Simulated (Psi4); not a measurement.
# SiN2H4 (Si(NH2)2): CAM-B3LYP/aug-cc-pVDZ

Aim: the vertical electron affinity of SiN2H4 (Si(NH2)2) at CAM-B3LYP/aug-cc-pVDZ, from 2 runs. 

Program for the calculation: Psi4 1.11.

3 further runs of the same task are left out: 3 set aside as unsound or not needed.

**1. The molecule**

SiN2H4 has 7 atoms, charge 0, and is taken as a singlet. SMILES: `N[Si]N`. The shape is that of a GFN2-xTB optimisation. This is one conformer, not always the lowest.

Bond lengths: Si1–N2 1.717 Å, Si1–N5 1.717 Å, N2–H3 1.004 Å, N2–H4 1.012 Å, N5–H6 1.005 Å, N5–H7 1.012 Å. Angles: N2–Si1–N5 98.7°, Si1–N2–H3 122.8°, Si1–N2–H4 125.0°, Si1–N5–H6 122.9°, Si1–N5–H7 125.1°, H3–N2–H4 112.1°, H6–N5–H7 112.0°.

**2. Energy and gradient at CAM-B3LYP/aug-cc-pVDZ**

The input, input.dat:

```
memory 1600 MB

molecule {
  0 1
  Si     0.01819806     1.66418731    -1.44012249
  N      2.46380602     0.03070805    -0.06799235
  H      4.28705158     0.39773066    -0.44639111
  H      2.26086834    -1.41432772     1.16694368
  N     -2.46127379     0.10176175    -0.04665734
  H     -4.27667699     0.55204569    -0.37265399
  H     -2.29197323    -1.33212464     1.20687359
  units bohr
  symmetry c1
}

set basis aug-cc-pVDZ
set puream true
set e_convergence 1e-09
set d_convergence 1e-08
set scf_type pk
set dft_radial_points 99
set dft_spherical_points 590

e_tot, wfn = gradient("cam-b3lyp", return_wfn=True)
oeprop(wfn, "WIBERG_LOWDIN_INDICES", "QUADRUPOLE", "LOWDIN_CHARGES", title="CAM-B3LYP")
print_variables()
```

Launch:

```bash
psi4 -n 1 input.dat output.dat
```

output.dat:

```text
[...]
  Running in c1 symmetry.
[...]
  Nuclear repulsion =  103.309387090509304
[...]
  Multiplicity = 1
[...]
  Nalpha       = 16
  Nbeta        = 16
[...]
    Number of basis functions: 109
[...]
   @RKS iter   1:  -400.95290109257257   -2.64315e-01   9.41991e-03 DIIS/ADIIS
[...]
   @RKS iter  11:  -401.40665188937368   -8.58336e-12   2.45645e-09 DIIS
[...]
    Orbital Energies [Eh]
    ---------------------
    Doubly Occupied:
       1A    -66.211442     2A    -14.388890     3A    -14.388826
       4A     -5.353257     5A     -3.714307     6A     -3.712147
       7A     -3.708066     8A     -0.947485     9A     -0.916420
      10A     -0.598014    11A     -0.577544    12A     -0.550324
      13A     -0.474669    14A     -0.375632    15A     -0.321359
      16A     -0.285318
[...]
  @RKS Final Energy:  -401.40665188937368
   => Energetics <=
    Nuclear Repulsion Energy =            103.3093870905093041
    One-Electron Energy =                -757.7854780005898192
    Two-Electron Energy =                 280.1023465024058510
    DFT Exchange-Correlation Energy =     -27.0329074816990200
    Empirical Dispersion Energy =           0.0000000000000000
    VV10 Nonlocal Energy =                  0.0000000000000000
    Total Energy =                       -401.4066518893736770
[...]
  -Total Gradient:
     Atom            X                  Y                   Z
    ------   -----------------  -----------------  -----------------
       1       -0.000192598072    -0.014619923221     0.012618168562
       2       -0.004226962324     0.007555374164    -0.006142850264
       3       -0.004582820143    -0.001812882327     0.001560877039
       4       -0.001240870798     0.001772071105    -0.001599626379
       5        0.004905665361     0.007295673165    -0.006698007900
       6        0.004211865539    -0.001874767612     0.001669092300
       7        0.001125576280     0.001674093633    -0.001398677268
[...]
 Multipole Moments:
 ------------------------------------------------------------------------------------
     Multipole            Electronic (a.u.)      Nuclear  (a.u.)        Total (a.u.)
 ------------------------------------------------------------------------------------
 L = 1.  Multiply by 2.5417464519 to convert [e a0] to [Debye]
 Dipole X            :          0.0200568           -0.0274675           -0.0074107
 Dipole Y            :          1.7776447           -2.4197960           -0.6421513
 Dipole Z            :         -1.5384891            2.0940035            0.5555144
 Magnitude           :                                                    0.8491228
 L = 2.  Multiply by 1.3450342976 to convert [e a0^2] to [Debye ang]
 Quadrupole XX       :       -147.3021367          131.9335848          -15.3685520
 Quadrupole XY       :          1.6391327           -1.7742789           -0.1351462
[...]
```

Run time: 40 s. Hardware: 1 thread of Intel Xeon 6975P-C (Granite Rapids), shared host; peak memory 0.78 GiB.

**3. The doublet anion at the same level**

The input, h4n2si.dat:

```
memory 1600 mb

molecule {
  -1 2
  Si     0.01819806     1.66418731    -1.44012249
  N      2.46380602     0.03070805    -0.06799235
  H      4.28705158     0.39773066    -0.44639111
  H      2.26086834    -1.41432772     1.16694368
  N     -2.46127379     0.10176175    -0.04665734
  H     -4.27667699     0.55204569    -0.37265399
  H     -2.29197323    -1.33212464     1.20687359
  units au
  symmetry c1
}

set {
  basis aug-cc-pVDZ
  reference uks
  puream true
  e_convergence 1e-09
  d_convergence 1e-08
  scf_type pk
  dft_radial_points 99
  dft_spherical_points 590
  maxiter 200
}

gradient("cam-b3lyp")
```

Launch:

```bash
psi4 h4n2si.dat h4n2si.out -n 1
```

h4n2si.out, cut to the lines that bear on the results:

```text
[...]
  Running in c1 symmetry.
[...]
  Nuclear repulsion =  103.309387090509304
[...]
  Multiplicity = 2
[...]
  Nalpha       = 17
  Nbeta        = 16
[...]
    Number of basis functions: 109
[...]
   @UKS iter   1:  -400.74969965837812   -6.11134e-02   1.03400e-02 DIIS/ADIIS
[...]
   @UKS iter  25:  -401.37010034852921   -5.79234e-11   9.62888e-09 DIIS
[...]
   @S^2 Observed:                7.541409023E-01
[...]
  @UKS Final Energy:  -401.37010034852921
   => Energetics <=
    Nuclear Repulsion Energy =            103.3093870905093041
    One-Electron Energy =                -763.2446346061323084
    Two-Electron Energy =                 285.6789109318574447
    DFT Exchange-Correlation Energy =     -27.1137637647636254
    Empirical Dispersion Energy =           0.0000000000000000
    VV10 Nonlocal Energy =                  0.0000000000000000
    Total Energy =                       -401.3701003485292063
[...]
 Multipole Moments:
 ------------------------------------------------------------------------------------
     Multipole            Electronic (a.u.)      Nuclear  (a.u.)        Total (a.u.)
 ------------------------------------------------------------------------------------
 L = 1.  Multiply by 2.5417464519 to convert [e a0] to [Debye]
 Dipole X            :          0.0066078           -0.0274675           -0.0208597
 Dipole Y            :          0.5174384           -2.4197960           -1.9023577
 Dipole Z            :         -0.4486812            2.0940035            1.6453223
 Magnitude           :                                                    2.5152505
[...]
  -Total Gradient:
     Atom            X                  Y                   Z
    ------   -----------------  -----------------  -----------------
       1       -0.000489281122    -0.041979397999     0.036313061792
       2       -0.019189413595     0.021292646682    -0.017912559449
       3       -0.002758628960    -0.001770529366     0.001427146458
       4       -0.000920431714     0.001873886181    -0.001466217059
       5        0.020158046125     0.020722840756    -0.018453487474
       6        0.002391865182    -0.001721578385     0.001616216584
       7        0.000807702327     0.001571952505    -0.001515340476
[...]
```

Run time: 78 s. Hardware: 1 thread of Intel Xeon 6975P-C (Granite Rapids), shared host; peak memory 0.78 GiB.

**4. What came out**

Level: CAM-B3LYP/aug-cc-pVDZ.

```
                                         quantity          value
                     singlet SiN2H4: total energy  -401.40665 Eh
                    singlet SiN2H4: dipole moment         2.16 D
                      singlet SiN2H4: HOMO energy       -7.76 eV
                      singlet SiN2H4: LUMO energy        0.21 eV
                    singlet SiN2H4: HOMO–LUMO gap        7.98 eV
         singlet SiN2H4: largest force on an atom     0.993 eV/Å
                      doublet anion: total energy  -401.37010 Eh
doublet anion: HOMO energy (highest over α and β)        1.54 eV
 doublet anion: LUMO energy (lowest over α and β)        3.03 eV
                              doublet anion: ⟨S²⟩          0.754
          doublet anion: largest force on an atom     2.854 eV/Å
vertical electron affinity (to the doublet anion)      -0.995 eV
```

The anion lies 0.99 eV (22.9 kcal/mol) above the neutral: the electron isn't bound at this level, and such a value depends on the basis. The largest force (singlet SiN2H4) is 0.99 eV/Å: the shape isn't a stationary point for this species at this level. The HOMO (doublet anion) lies at positive energy, 1.54 eV; only total energies tell whether the electron is bound.
